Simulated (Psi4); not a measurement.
# SVWN5/def2-SVPD run of CH5BS (SMILES BSC)

Aim: the energy change on altering one bond length of CH5BS at SVWN5/def2-SVPD, from 2 runs. 

The calculation is run with Psi4 1.11.

5 further runs of the same task are left out: 3 that didn't finish, 2 set aside as unsound or not needed.

## 1. The molecule

CH5BS has 8 atoms, charge 0, and is taken as a singlet. SMILES: `BSC`. Geometry: relaxed at PBE0-D4/def2-TZVP.

Bond lengths: B1–S2 1.749 Å, S2–C3 1.809 Å, B1–H4 1.194 Å, B1–H5 1.193 Å, C3–H6 1.090 Å, C3–H7 1.090 Å, C3–H8 1.088 Å. Angles: B1–S2–C3 105.8°, S2–B1–H4 121.2°, S2–B1–H5 115.9°, S2–C3–H6 109.1°, S2–C3–H7 109.0°, S2–C3–H8 109.9°, H4–B1–H5 123.0°, H6–C3–H7 109.0°, H6–C3–H8 109.9°, H7–C3–H8 109.9°.

## 2. A single-point energy at SVWN5/def2-SVPD

File run.py:

```python
import psi4

psi4.set_memory(1600000000)
psi4.set_num_threads(1)
psi4.core.set_output_file('run.log', False)

geom = psi4.geometry("""
B     -1.64387276     1.80544434    -1.71587132
S      1.33754815     1.61401508    -0.30046645
C      1.40104295    -1.39027151     1.32828849
H     -3.15168523     0.14229638    -1.49345056
H     -2.05243154     3.68080855    -2.89676118
H      1.72078461    -1.06013636     3.33555558
H      2.94721686    -2.52656383     0.58071284
H     -0.38455927    -2.37349601     1.05673485
units bohr
symmetry c1
""")

options = {'basis': 'def2-SVPD', 'reference': 'rks', 'puream': True, 'e_convergence': 1e-09, 'd_convergence': 1e-08, 'scf_type': 'pk', 'dft_radial_points': 99, 'dft_spherical_points': 590}
psi4.set_options(options)

e_tot, wfn = psi4.energy("scf", dft_functional={"name": "SVWN5", "x_functionals": {"LDA_X": {}}, "c_functionals": {"LDA_C_VWN": {}}}, return_wfn=True)
psi4.oeprop(wfn, "QUADRUPOLE", "LOWDIN_CHARGES", "WIBERG_LOWDIN_INDICES")
print('E =', round(e_tot, 9))
```

Launch:

```sh
$ python run.py
```

run.log:

```text
[...]
  Running in c1 symmetry.
[...]
  Nuclear repulsion =   94.654244978546728
[...]
  Multiplicity = 1
[...]
  Nalpha       = 16
  Nbeta        = 16
[...]
    Number of basis functions: 107
[...]
   @RKS iter   1:  -461.58950834003764   -3.81621e-02   7.13102e-03 ADIIS/DIIS
[...]
   @RKS iter  11:  -461.93757911933568   -6.13340e-11   8.54787e-09 DIIS
[...]
    Orbital Energies [Eh]
    ---------------------
    Doubly Occupied:
       1A    -87.715663     2A     -9.820996     3A     -7.661048
       4A     -6.439588     5A     -5.722514     6A     -5.716411
       7A     -5.716248     8A     -0.727720     9A     -0.595726
      10A     -0.446503    11A     -0.398749    12A     -0.395325
      13A     -0.361251    14A     -0.303143    15A     -0.275772
      16A     -0.254543
[...]
  @RKS Final Energy:  -461.93757911933568
   => Energetics <=
    Nuclear Repulsion Energy =             94.6542449785467284
    One-Electron Energy =                -824.3527216288750878
    Two-Electron Energy =                 302.6343540740388107
    DFT Exchange-Correlation Energy =     -34.8734565430461885
    Empirical Dispersion Energy =           0.0000000000000000
    VV10 Nonlocal Energy =                  0.0000000000000000
    Total Energy =                       -461.9375791193356804
[...]
 Multipole Moments:
 ------------------------------------------------------------------------------------
     Multipole            Electronic (a.u.)      Nuclear  (a.u.)        Total (a.u.)
 ------------------------------------------------------------------------------------
 L = 1.  Multiply by 2.5417464519 to convert [e a0] to [Debye]
 Dipole X            :          1.1292378           -0.9527824            0.1764554
 Dipole Y            :          3.1054233           -3.6939449           -0.5885216
 Dipole Z            :         -1.1562175            1.5476672            0.3914497
 Magnitude           :                                                    0.7285102
 L = 2.  Multiply by 1.3450342976 to convert [e a0^2] to [Debye ang]
 Quadrupole XX       :        -87.9434474           66.5350740          -21.4083734
 Quadrupole XY       :         23.4461335          -23.9773377           -0.5312042
[...]
```

Standard output:

```text
E = -461.937579119
```

Run time: 33 s. Hardware: 1 thread of AMD EPYC 7R43 (Zen 3), shared host; peak memory 0.57 GiB.

## 3. The distorted shape: energy and gradient at SVWN5/def2-SVPD

File input.dat:

```
memory 1.6 GB

molecule {
  B     -0.696946     0.161508    -0.408097
  S      0.880754     0.060208     0.340903
  C      0.914354    -1.529592     1.202803
  H     -1.494846    -0.718592    -0.290397
  H     -1.086100     1.947800    -1.532900
  H      1.083554    -1.354892     2.265003
  H      1.732554    -2.130892     0.807203
  H     -0.030546    -2.049892     1.059103
  symmetry c1
  no_reorient
  no_com
}

set basis def2-SVPD
set puream true
set e_convergence 1e-09
set d_convergence 1e-08
set scf_type pk
set dft_radial_points 99
set dft_spherical_points 590

result, w = gradient("scf", dft_functional={"name": "SVWN5", "x_functionals": {"LDA_X": {}}, "c_functionals": {"LDA_C_VWN": {}}}, return_wfn=True)
oeprop(w, "MAYER_INDICES", "MULLIKEN_CHARGES", "QUADRUPOLE")
```

Launch:

```sh
$ psi4 -n 1 input.dat output.dat
```

output.dat, shortened:

```text
[...]
  Running in c1 symmetry.
[...]
  Nuclear repulsion =   92.565863024764511
[...]
  Multiplicity = 1
[...]
  Nalpha       = 16
  Nbeta        = 16
[...]
    Number of basis functions: 107
[...]
   @RKS iter   1:  -461.41939189581046    1.22629e-02   7.47095e-03 DIIS/ADIIS
[...]
   @RKS iter  12:  -461.83097850342455   -1.59162e-11   7.74217e-09 DIIS
[...]
    Orbital Energies [Eh]
    ---------------------
    Doubly Occupied:
       1A    -87.730959     2A     -9.833504     3A     -7.676114
       4A     -6.498200     5A     -5.737696     6A     -5.731409
       7A     -5.731348     8A     -0.741729     9A     -0.607794
      10A     -0.451900    11A     -0.410091    12A     -0.395887
      13A     -0.375591    14A     -0.293689    15A     -0.267046
      16A     -0.233516
[...]
  @RKS Final Energy:  -461.83097850342455
   => Energetics <=
    Nuclear Repulsion Energy =             92.5658630247645107
    One-Electron Energy =                -819.7378662895665684
    Two-Electron Energy =                 300.0604407838139878
    DFT Exchange-Correlation Energy =     -34.7194160224365191
    Empirical Dispersion Energy =           0.0000000000000000
    VV10 Nonlocal Energy =                  0.0000000000000000
    Total Energy =                       -461.8309785034245465
[...]
  -Total Gradient:
     Atom            X                  Y                   Z
    ------   -----------------  -----------------  -----------------
       1       -0.004505845284    -0.044767916576     0.021920193952
       2        0.003156014487    -0.010784126381     0.007135501667
       3        0.002334546445    -0.007366435139     0.004974496128
       4        0.010196778639     0.002512969950     0.003158093347
       5       -0.011850764541     0.050446792030    -0.032153946897
       6       -0.001461572471    -0.002630676709    -0.011287828744
       7       -0.008665916205     0.006014216962     0.004948593877
       8        0.010800817905     0.006577506368     0.001305462287
[...]
 Multipole Moments:
 ------------------------------------------------------------------------------------
     Multipole            Electronic (a.u.)      Nuclear  (a.u.)        Total (a.u.)
[...]
```

Run time: 38 s. Hardware: 1 thread of AMD EPYC 7R43 (Zen 3), shared host; peak memory 0.58 GiB.

## 4. Results

At SVWN5/def2-SVPD:

| quantity | value |
| --- | --- |
| first shape: total energy | -461.93758 Eh |
| first shape: dipole moment | 1.85 D |
| first shape: HOMO energy | -6.93 eV |
| first shape: LUMO energy | -2.24 eV |
| first shape: HOMO–LUMO gap | 4.69 eV |
| distorted shape: total energy | -461.83098 Eh |
| distorted shape: dipole moment | 3.33 D |
| distorted shape: HOMO energy | -6.35 eV |
| distorted shape: LUMO energy | -2.56 eV |
| distorted shape: HOMO–LUMO gap | 3.79 eV |
| distorted shape: largest force on an atom | 3.136 eV/Å |
| energy change with the B1–H5 bond stretched from 1.193 to 2.146 Å | 2.901 eV |

One bond (distorted shape) is far stretched, which a spin-restricted single reference describes badly; a broken-symmetry solution may lie lower. With the B1–H5 bond stretched from 1.193 to 2.146 Å the energy rises by 2.90 eV (280 kJ/mol). The first shape isn't relaxed at this level, so the change isn't measured from a minimum. A restricted reference can't describe the breaking bond well at this length. Mulliken charges (distorted shape) run from -0.30 on B1 to +0.26 on H4; in a basis this large or diffuse they mean little.
